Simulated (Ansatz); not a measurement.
We consider 1T (CdI2-type) CdI₂, described by LDA (Ansatz, a first-principles code, plane waves, PAW).

Settings: plane-wave cutoff 500 eV, 12×12×6 k mesh (along the axes of the cell as run), gaussian smearing 0.02 eV, scalar-relativistic PAW data made under PBE.

Cell (relaxed at this level):

```
CdI2
1.0
    2.08216    -3.60641     0.00000
    2.08216     3.60641     0.00000
    0.00000     0.00000     6.66292
Cd I
1 2
Direct
  0.00000   0.00000   0.00000
  0.33333   0.66667   0.25385
  0.66667   0.33333   0.74615
```

Problem. Predict the band gap.

Solution. 
* **band gap**: 2.17 eV (on the SCF k mesh)

Spin–orbit coupling is not included; with these elements it can move the gap by several tenths of an eV or more.

It cost roughly 2.2 core-minutes of CPU time.
